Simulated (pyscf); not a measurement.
Thermochemistry of product channels of H₂B–NH₂ (SMILES BN) + NH₃ (SMILES N) on the singlet surface, in eV, from ωB97M-D3(BJ)/def2-TZVP energies (ideal gas, 1 atm, RRHO with modes under 100 cm⁻¹ raised to 100, one conformer, R ln 2 for rigid chiral ones). Single points on ωB97X-D3(BJ)/def2-SVP structures (PySCF, gas phase).

```csv
products,ΔE,ΔH(298 K),ΔG(298 K),ΔG(900 K)
H₂N–BH–NH₂ (SMILES NBN) + H₂ (SMILES [H][H]),[?],-0.88,-0.80,-0.70
H₂B–NH–NH₂ (SMILES BNN) + H₂ (SMILES [H][H]),[?],+1.77,+1.83,+1.91
```

Problem. Some entries are withheld; supply them.

Solution. 
- H₂N–BH–NH₂ (SMILES NBN) + H₂ (SMILES [H][H]), ΔE: -0.74
- H₂B–NH–NH₂ (SMILES BNN) + H₂ (SMILES [H][H]), ΔE: +1.93

These are energies of the channels, which say nothing of barriers.
